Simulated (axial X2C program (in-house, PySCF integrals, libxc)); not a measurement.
ClF⁻: from Re and ωe to a spectrum

A bond curve at the PBE0 level, 2c, was computed with an in-house relativistic program for diatomic molecules (basis Cl dyall-av3z [9s8p3d2f], F dyall-av3z [7s6p3d2f] (cores contracted in-house)) for the state Ω = 1/2 (⟨Sz⟩ = 0.50, ⟨Lz⟩ = 0.00 at PBE0). Its fit gives Re = 2.2268 Å, ωe = 309.3 cm⁻¹, ωexe = 3.88 cm⁻¹ and αe = 3.827e-03 cm⁻¹; the masses are 34.9689 and 18.9984 u. Two-component means X2C with spin–orbit coupling and atomic mean-field Coulomb and Gaunt terms.

(1) Find the reduced mass, Be and the force constant.

(2) Where do the fundamental and the first overtone lie?

(3) A Morse curve ties αe to the other constants (Pekeris). How well does that hold?

(4) Estimate De from a Morse curve and compare with the computed well depth of 1.521 eV to Cl- + F.

(5) Estimate the centrifugal constant by the Kratzer relation.

The state is a single determinant with fixed occupations, the lowest that a limited PBE0 search found. Dissociation energies refer to the lowest single-determinant-based atoms at the same level and basis. Density functionals use the spin component along the axis (collinear). In 2c an atomic determinant is not the ground J level, so De misses part of the atomic spin–orbit lowering. This holds for PBE0. Without a current term, density functionals place determinants with orbital angular momentum somewhat too high.

## Answers

(1) From the PBE0 values: μ = 12.3103 u. Be = 16.8576/(μ Re²) = 0.2762 cm⁻¹. k = 5.8918×10⁻⁷ μ ωe² = 0.694 mdyn/Å.

(2) ν(1←0) = ωe − 2ωexe = 301.5 cm⁻¹; ν(2←0) = 2ωe − 6ωexe = 595.3 cm⁻¹.

(3) αe(Morse) = 6Be²/ωe × (√(ωexe/Be) − 1) = 4.066e-03 cm⁻¹; the PBE0 curve gives 3.827e-03 cm⁻¹, a ratio of 1.06.

(4) De(Morse) = ωe²/(4ωexe) = 0.764 eV against 1.521 eV computed, a ratio of 0.50. The extrapolation falls short: long-range attraction (ionic or ion–induced dipole) or a change of character along the curve can cause this.

(5) D = 4Be³/ωe² = 8.81e-07 cm⁻¹.
